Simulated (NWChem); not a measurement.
# C2H6Si (SMILES C[Si]C): levels of theory compared

We compute a comparison of 5 runs (HF/STO-3G, HF/3-21G, B3LYP/6-31G*, M06-2X/6-311+G**) of C2H6Si. 

The results are computed with NWChem 7.3.0.

## 1. The system as given

C2H6Si: 9 atoms, total charge 0, spin state singlet. SMILES: `C[Si]C`. The coordinates come from a PBE0-D4/def2-TZVP relaxation.

Bond lengths: C1–Si2 1.896 Å, Si2–C3 1.896 Å, C1–H4 1.102 Å, C1–H5 1.091 Å, C1–H6 1.095 Å, C3–H7 1.095 Å, C3–H8 1.091 Å, C3–H9 1.102 Å. Some angles: C1–Si2–C3 97.8°, Si2–C1–H4 105.3°, Si2–C1–H5 113.7°, Si2–C1–H6 114.0°, Si2–C3–H7 113.9°, Si2–C3–H8 113.7°, Si2–C3–H9 105.3°, H4–C1–H5 107.1°, H4–C1–H6 106.4°, H5–C1–H6 109.8°.

## 2. Energy and gradient at HF/STO-3G (run 1)

Input file geom.nw:

```
start geom
title "C2H6Si hf"
memory stack 880 mb heap 220 mb global 1100 mb

geometry units au noautosym nocenter noautoz
  C   -0.99664156   1.97911017  -1.52179645
  Si   1.69470639  -0.37737831  -1.72494201
  C    1.13742615  -2.02087312   1.40973569
  H   -2.70363117   0.90782443  -2.04506161
  H   -0.83091258   3.54323648  -2.85537617
  H   -1.32942233   2.71496952   0.38285851
  H   -0.86095922  -2.25444327   1.89161585
  H    2.11252483  -3.82971896   1.58226768
  H    1.94415024  -0.75022127   2.84800624
end

basis spherical bse
  C library STO-3G
  Si library STO-3G
  H library STO-3G
end

scf
  thresh 1e-08
  maxiter 80
end

task scf gradient
```

Started as:

```
$ nwchem geom.nw > geom.out
```

Output:

```text
[...]
  functions       =    25
[...]
  wavefunction    = RHF
[...]
         Total SCF energy =   -363.864106077431
      One-electron energy =   -698.515965885661
      Two-electron energy =    236.947070351036
 Nuclear repulsion energy =     97.704789457195
        Time for solution =      0.7s
[...]
                         RHF ENERGY GRADIENTS
    atom               coordinates                        gradient
                 x          y          z           x          y          z
   1 C      -0.996642   1.979110  -1.521796    0.011140   0.010063  -0.004425
   2 Si      1.694706  -0.377378  -1.724942   -0.004217   0.000903   0.004277
   3 C       1.137426  -2.020873   1.409736    0.001935  -0.012786  -0.008638
   4 H      -2.703631   0.907824  -2.045062   -0.007944  -0.010206  -0.002954
   5 H      -0.830913   3.543236  -2.855376    0.000149   0.005152  -0.007362
   6 H      -1.329422   2.714970   0.382859   -0.001754   0.000152   0.010918
   7 H      -0.860959  -2.254443   1.891616   -0.010646   0.002509   0.001733
   8 H       2.112525  -3.829719   1.582268    0.006099  -0.006545   0.000930
   9 H       1.944150  -0.750221   2.848006    0.005237   0.010757   0.005520
[...]
```

Run time: 1.4 s. Hardware: 1 thread of Intel Xeon 6975P-C (Granite Rapids), shared host; peak memory 0.096 GiB.

## 3. Energy and gradient at HF/3-21G (run 2)

Input file run.py:

```python
from ase import Atoms
from ase.calculators.nwchem import NWChem

mol = Atoms(['C', 'Si', 'C', 'H', 'H', 'H', 'H', 'H', 'H'], positions=[
    [-0.527400, 1.047300, -0.805300],
    [0.896800, -0.199700, -0.912800],
    [0.601900, -1.069400, 0.746000],
    [-1.430700, 0.480400, -1.082200],
    [-0.439700, 1.875000, -1.511000],
    [-0.703500, 1.436700, 0.202600],
    [-0.455600, -1.193000, 1.001000],
    [1.117900, -2.026600, 0.837300],
    [1.028800, -0.397000, 1.507100],
])

calc = NWChem(
    label='c2h6si',
    theory='scf',
    memory='2200 mb',
    basis='3-21G',
    basispar='spherical bse',
    scf={'nopen': '0', 'rhf': None, 'thresh': '1e-08', 'maxiter': '80'},
)
mol.calc = calc

forces = mol.get_forces()
print(f"energy = {mol.get_potential_energy():.6f} eV")
print("forces (eV/A):")
for s, f in zip(mol.symbols, forces):
    print(f"{s:2s} {f[0]:10.5f} {f[1]:10.5f} {f[2]:10.5f}")
print("dipole (e A):", mol.get_dipole_moment().round(4))
```

Started as:

```
$ export ASE_NWCHEM_COMMAND="nwchem PREFIX.nwi > PREFIX.nwo"
$ python run.py
```

Output:

```text
energy = -9963.831197 eV
forces (eV/A):
C    -0.90878    0.62241   -0.01661
Si    0.86369   -0.18872   -0.88492
C    -0.07328   -0.41143    1.01769
H     0.07811    0.21381    0.05970
H    -0.00848   -0.20024    0.22405
H     0.05903   -0.04463   -0.27043
H     0.27022   -0.02648   -0.06592
H    -0.17725    0.24194   -0.03414
H    -0.10326   -0.20667   -0.02946
dipole (e A): [-0.2059  0.0452  0.2114]
```

The calculator wrote c2h6si.nwi:

```
title "c2h6si"

permanent_dir c2h6si

scratch_dir c2h6si

start c2h6si

geometry units angstrom nocenter noautosym noautoz
  C  -5.2739999999999998e-01 1.0472999999999999e+00 -8.0530000000000002e-01
  Si 8.9680000000000004e-01 -1.9969999999999999e-01 -9.1279999999999994e-01
  C  6.0189999999999999e-01 -1.0693999999999999e+00 7.4600000000000000e-01
  H  -1.4307000000000001e+00 4.8039999999999999e-01 -1.0822000000000001e+00
  H  -4.3969999999999998e-01 1.8750000000000000e+00 -1.5109999999999999e+00
  H  -7.0350000000000001e-01 1.4367000000000001e+00 2.0260000000000000e-01
  H  -4.5560000000000000e-01 -1.1930000000000001e+00 1.0009999999999999e+00
  H  1.1178999999999999e+00 -2.0266000000000002e+00 8.3730000000000004e-01
  H  1.0287999999999999e+00 -3.9700000000000002e-01 1.5071000000000001e+00
end

memory 2200 mb

basis spherical bse noprint
   * library 3-21G
end

scf
  nopen 0
  rhf
  thresh 1e-08
  maxiter 80
end

task scf gradient
```

c2h6si.nwo:

```text
Northwest Computational Chemistry Package (NWChem) 7.3.0
             --------------------------------------------------------

           Job information
           ---------------

    nwchem branch   = 7.3.0
    use scalapack   = T
    input           = c2h6si.nwi
    prefix          = c2h6si.
    data base       = c2h6si/c2h6si.db
    status          = startup
    nproc           =        1

           Memory information
           ------------------

[... 5 lines left out ...]
    hardfail = no
[... 134 lines left out ...]
         Quadratically convergent ROHF
[... 14 lines left out ...]
       Final RHF  results
[... 4 lines left out ...]
      Two-electron energy =    234.528669525172
[... 35 lines left out ...]
                       ROHF Final Molecular Orbital Analysis
[... 198 lines left out ...]
                 ----------------------------------------
                 |  Time  |  1-e(secs)   |  2-e(secs)   |
                 ----------------------------------------
                 |  CPU   |       0.00   |       0.14   |
                 ----------------------------------------
                 |  WALL  |       0.00   |       0.14   |
                 ----------------------------------------

 Task  times  cpu:        0.9s     wall:        0.9s
 Total times  cpu:        1.0s     wall:        1.0s
```

Wall time 1.9 s (1 thread of Intel Xeon 6975P-C (Granite Rapids), shared host); peak memory 0.094 GiB.

Runs 3 to 4 aren't shown in full; the table further down has their settings and results.

## 4. Energy and forces at M06-2X/6-311+G(d,p) (run 5)

Input file c2h6si.nw:

```
start c2h6si
title "C2H6Si gradient"
memory total 2200 mb
charge 0

geometry units angstroms noautosym nocenter noautoz
 C     -0.527400     1.047300    -0.805300
 Si     0.896800    -0.199700    -0.912800
 C      0.601900    -1.069400     0.746000
 H     -1.430700     0.480400    -1.082200
 H     -0.439700     1.875000    -1.511000
 H     -0.703500     1.436700     0.202600
 H     -0.455600    -1.193000     1.001000
 H      1.117900    -2.026600     0.837300
 H      1.028800    -0.397000     1.507100
end

basis spherical bse
 C library 6-311+G**
 Si library 6-311+G**
 H library 6-311+G**
end

dft
 xc m06-2x
 grid fine
 convergence energy 1e-08
 iterations 100
 mulliken
end

task dft gradient
```

Started as:

```
$ nwchem c2h6si.nw > c2h6si.out
```

Output:

```text
[...]
          Wavefunction type:  closed shell.
          No. of atoms     :     9
          No. of electrons :    32
[...]
          Charge           :     0
          Spin multiplicity:     1
[...]
          AO basis - number of functions:   110
[...]
              XC Information
              --------------
                       M06-2X Method XC Functional
                     Hartree-Fock (Exact) Exchange  0.540
                        M06-2X Exchange Functional  1.000
                      M06-2X Correlation Potential  1.000
[...]
 d= 0,ls=0.0,diis     1   -369.1968247809 -4.67D+02  4.33D-03  5.36D-01     2.5
[...]
 d= 0,ls=0.0,diis     8   -369.2295453837 -3.10D-09  6.19D-07  2.84D-09    17.7
         Total DFT energy =     -369.229545383703
      One electron energy =     -701.255886341641
           Coulomb energy =      268.245293736092
    Exchange-Corr. energy =      -33.923749302372
 Nuclear repulsion energy =       97.704796524218
[...]
      Total Density - Mulliken Population Analysis
     ---------------------------------------------
    Atom       Charge   Shell Charges
 -----------   ------   -------------------------------------------------------
    1 C    6     6.78   1.11  0.89  0.64  0.72  1.56  0.63  1.23 -0.01 -0.01  0.03
    2 Si  14    13.56   0.79  1.18  0.95  1.03  0.96  0.87  1.97  3.90  0.55  0.96  0.07  0.21  0.02  0.10
    3 C    6     6.78   1.11  0.89  0.64  0.72  1.56  0.63  1.23 -0.01 -0.01  0.03
    4 H    1     0.81   0.26  0.44  0.08  0.02
    5 H    1     0.81   0.27  0.44  0.07  0.02
    6 H    1     0.82   0.27  0.44  0.09  0.02
    7 H    1     0.82   0.27  0.44  0.09  0.02
    8 H    1     0.81   0.27  0.44  0.07  0.02
    9 H    1     0.81   0.26  0.44  0.08  0.02
[...]
  wavefunction    = closed shell
[...]
```

Wall time 24 s (1 thread of Intel Xeon 6975P-C (Granite Rapids), shared host); peak memory 0.13 GiB.

## 5. The series

```
run                               level  Cartesian functions  iteration cap  energy (Eh)  dipole moment (D)  HOMO energy (eV)  LUMO energy (eV)  wall time
  1                           HF/STO-3G                   no             80  -363.864106               0.14             -5.83              6.33      1.4 s
  2                            HF/3-21G                   no             80  -366.164046               1.43             -8.15              1.28      1.9 s
  3  B3LYP/6-31G* (Cartesian functions)                  yes            100  -369.269670                  –                 –                 –       18 s
  4  B3LYP/6-31G* (spherical functions)                   no            100  -369.266388               1.54             -5.57             -2.10       17 s
  5                    M06-2X/6-311+G**                   no            100  -369.229545               1.21             -6.97             -1.31       24 s
```

## 6. Outcome

| quantity | value |
| --- | --- |
| run 5: total energy | -369.22955 Eh |
| run 5: dipole moment | 1.21 D |
| run 5: HOMO energy | -6.97 eV |
| run 5: LUMO energy | -1.31 eV |
| run 5: HOMO–LUMO gap | 5.66 eV |
| run 5: largest force on an atom | 0.240 eV/Å |

What this shows: Over runs 1, 2, 4, 5 the dipole moment (its size) runs from 0.14 D (HF/STO-3G) to 1.54 D (B3LYP/6-31G*). The two ends differ in method and basis. The two dipoles point in opposite directions. Over runs 1, 2, 4, 5 the HOMO–LUMO gap runs from 3.47 eV (B3LYP/6-31G*) to 12.16 eV (HF/STO-3G). Totals of different functionals can't be ranked against each other. In run 1 the basis is minimal, so the values are rough. All runs together took 63 s, the longest 24 s.
